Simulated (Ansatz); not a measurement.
HN (`[NH]`) (triplet) at its PBE0-D4/def2-TZVP geometry, where that method's forces vanish. Charge 0, multiplicity 3.

```csv
atom,x (Å),y (Å),z (Å)
N1,0.2186,-0.2181,0.4182
H2,-0.2186,0.2181,-0.4182
```

For each bond, give half the difference of the two atoms' forces along it (eV/Å; positive pushes the atoms apart) under PBE-D4, r2SCAN-D4, B3LYP-D4, ωB97M-V in def2-TZVPP. (Estimate.)

Computed: 
```tsv
bond	length (Å)	PBE-D4	r2SCAN-D4	B3LYP-D4	ωB97M-V
N1–H2	1.040	0.40	0.05	0.03	-0.14
```

B3LYP here is the variant with VWN-RPA as its local correlation; programs differ in this.
